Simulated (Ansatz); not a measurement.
CH$_{6}$SSi, SMILES `[SiH3]CS`, relaxed with RKS PBE0-D4/def2-TZVP in Ansatz from a PBE-D4/def2-SVP geometry. The force threshold is 0.005 eV/Å; the program also tests the step.

Charge 0, multiplicity 1.

Start:

```xyz
9

Si    0.178   -0.293    1.053
C    -0.382   -0.306   -0.763
S     0.586    0.874   -1.789
H     1.621   -0.699    1.148
H    -0.660   -1.236    1.880
H     0.017    1.099    1.605
H    -0.178   -1.304   -1.203
H    -1.472   -0.125   -0.870
H     0.291    1.990   -1.061
```

```csv
step,energy (eV),largest force (eV/Å),largest move (Å)
1,-19840.2444,0.677,0.000
2,-19840.2783,0.252,0.036
3,-19840.2832,0.045,0.031
4,-19840.2837,0.025,0.024
5,-19840.2838,0.032,0.046
6,-19840.2840,0.008,0.015
7,-19840.2840,0.001,0.004
```

End:

```xyz
9

Si    0.171   -0.278    1.029
C    -0.391   -0.315   -0.762
S     0.533    0.875   -1.770
H     1.600   -0.667    1.116
H    -0.647   -1.208    1.857
H     0.004    1.103    1.556
H    -0.167   -1.295   -1.192
H    -1.467   -0.156   -0.863
H     0.364    1.942   -0.972
```

It took 23 s on 2 threads of an Arm Neoverse V1 on a shared host, with 0.28 GiB of host memory at the peak.
